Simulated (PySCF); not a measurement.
Excitations are Tamm–Dancoff values on a coarser integration grid. The basis has no diffuse functions, so Rydberg states are missing or too high.

Cartesian coordinates (Å):
SMILES: FB(F)F
```xyz
4

F      1.1778    -0.6068    -0.0325
B      0.0000     0.0000    -0.0001
F     -1.1143    -0.7170     0.0296
F     -0.0635     1.3238     0.0030
```
Charge 0, spin multiplicity 1.

Problem. Estimate the T1 excitation (TDA), total energy, dipole moment, LUMO and HOMO that PySCF 2.14.0 with PBE-D3(BJ)/def2-TZVP returns for this input.

Solution. 
```yaml
T1 excitation (TDA): 9.33 eV
total_energy: -324.3866 Ha
dipole_moment: 0.00 D
LUMO: -0.52 eV
HOMO: -10.01 eV
```
